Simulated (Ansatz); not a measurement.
## 1T (CdI2-type) ZrSe₂

Computed with LDA (PAW; Ansatz, a program for electronic structure).

Settings: plane-wave cutoff 500 eV, 12×12×6 k mesh (along the axes of the cell as run), Fermi–Dirac smearing 0.05 eV, scalar-relativistic PAW data made under PBE.

Cell (relaxed at this level):

```cif
data_Se2Zr
_chemical_formula_sum 'Zr1 Se2'
_space_group_name_H-M_alt 'P 1'
_space_group_IT_number 1
_cell_length_a 3.69288
_cell_length_b 3.69288
_cell_length_c 5.94849
_cell_angle_alpha 90.000
_cell_angle_beta 90.000
_cell_angle_gamma 120.000
loop_
_space_group_symop_operation_xyz
  'x, y, z'
loop_
_atom_site_label
_atom_site_type_symbol
_atom_site_fract_x
_atom_site_fract_y
_atom_site_fract_z
_atom_site_occupancy
Zr1 Zr 0.00000 0.00000 0.00000 1
Se1 Se 0.33333 0.66667 0.26633 1
Se2 Se 0.66667 0.33333 0.73367 1
```

equilibrium volume per atom: 23.42 Å³/atom
lattice constant a: 3.693 Å
lattice parameter c: 5.948 Å

Measured, for comparison: lattice constant a 3.77 Å (temperature not stated, not corrected to a static lattice; as tabulated in Björkman (2014), arXiv:1406.2436); lattice parameter c 6.122 Å (temperature not stated, zero-point anharmonic expansion removed (computed with revB86b-DF2); no thermal correction; as tabulated in Björkman (2014), arXiv:1406.2436). Computed (rounded) less measured: lattice constant a -2.0 %, lattice parameter c -2.8 %.

Static lattice: no zero-point or thermal effects.

Cost on a shared machine: around 90 core-seconds (rough).
